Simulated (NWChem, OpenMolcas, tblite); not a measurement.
# How methods differ on C2H6Si (SMILES C[Si]C)

The species is C2H6Si (9 atoms), meant as a singlet with charge 0. SMILES: `C[Si]C`. Geometry: relaxed at PBE0-D4/def2-TZVP.

Quantity: the dipole moment, in D. The values are calculated.

| level | kind | program | value (D) | CPU time |
| --- | --- | --- | --- | --- |
| IPEA1-xTB | semi-empirical | tblite | 0.92 | under 2 s |
| HF/6-311+G** | Hartree–Fock | NWChem | 1.39 | 20 s |
| SVWN5/6-311+G** | LDA | NWChem | 1.45 | 14 s |
| revPBE/6-311+G** | GGA | OpenMolcas | 1.41 | 66 s |
| M06-L/6-311+G** | meta-GGA | OpenMolcas | 1.28 | 80 s |
| M06-2X/6-311+G** | hybrid meta-GGA | OpenMolcas | 1.21 | 76 s |

The values span 0.92 to 1.45 D. Magnitudes only. Times are those of the runs behind each value, whatever else they computed, on shared processors of several kinds: orders of magnitude only.
